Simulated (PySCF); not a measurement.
Gas-phase reaction: 2 AlHCl2 + C4H8 (isobutene) → 2 AlH2Cl + 2 C2H3Cl

Method: PySCF energies plus ideal-gas RRHO corrections (1 bar). † marks an energy on the PBE0/def2-TZVP geometry and frequencies. MP2 freezes the core. All species are closed-shell singlets. AlHCl2, AlH2Cl: computed as isolated molecules; such fragments, hydroxides, amides, oligomers or adducts are transient or little studied in the gas. MP2 isn't extrapolated to the basis-set limit; its ΔH°(298 K) is 573.2 kJ in def2-SVP and 559.3 kJ in def2-TZVPP. The harmonic model lacks anharmonicity and excited electronic states, which grow with temperature; levels with a mode under 35 cm⁻¹ are left out. Internal rotation in C4H8 (isobutene) is treated as a harmonic vibration of one conformer, which makes the entropy rough.

```json
[
 {"level": "BLYP/def2-TZVP†", "ΔE electronic, kJ": "516", "ΔH°(298 K), kJ": "484", "ΔS°(298 K), J/K": "166", "ΔG°(1400 K), kJ": "253"},
 {"level": "HF/def2-TZVP†", "ΔE electronic, kJ": "567", "ΔH°(298 K), kJ": "536", "ΔS°(298 K), J/K": "166", "ΔG°(1400 K), kJ": "304"},
 {"level": "M06-2X/def2-TZVP†", "ΔE electronic, kJ": "582", "ΔH°(298 K), kJ": "550", "ΔS°(298 K), J/K": "166", "ΔG°(1400 K), kJ": "319"},
 {"level": "MP2/def2-SVP†", "ΔE electronic, kJ": "605", "ΔH°(298 K), kJ": "573", "ΔS°(298 K), J/K": "166", "ΔG°(1400 K), kJ": "342"},
 {"level": "MP2/def2-TZVPP†", "ΔE electronic, kJ": "591", "ΔH°(298 K), kJ": "559", "ΔS°(298 K), J/K": "166", "ΔG°(1400 K), kJ": "328"},
 {"level": "PBE/def2-TZVP†", "ΔE electronic, kJ": "545", "ΔH°(298 K), kJ": "514", "ΔS°(298 K), J/K": "166", "ΔG°(1400 K), kJ": "283"},
 {"level": "PBE0/def2-QZVP†", "ΔE electronic, kJ": "572", "ΔH°(298 K), kJ": "541", "ΔS°(298 K), J/K": "166", "ΔG°(1400 K), kJ": "309"},
 {"level": "ωB97M-V/def2-TZVP†", "ΔE electronic, kJ": "573", "ΔH°(298 K), kJ": "542", "ΔS°(298 K), J/K": "166", "ΔG°(1400 K), kJ": "310"},
 {"level": "ωB97X-V/def2-TZVP†", "ΔE electronic, kJ": "575", "ΔH°(298 K), kJ": "544", "ΔS°(298 K), J/K": "166", "ΔG°(1400 K), kJ": "312"}
]
```
ΔH° is lowest at BLYP/def2-TZVP† and highest at MP2/def2-SVP†. No reference value is set beside these.
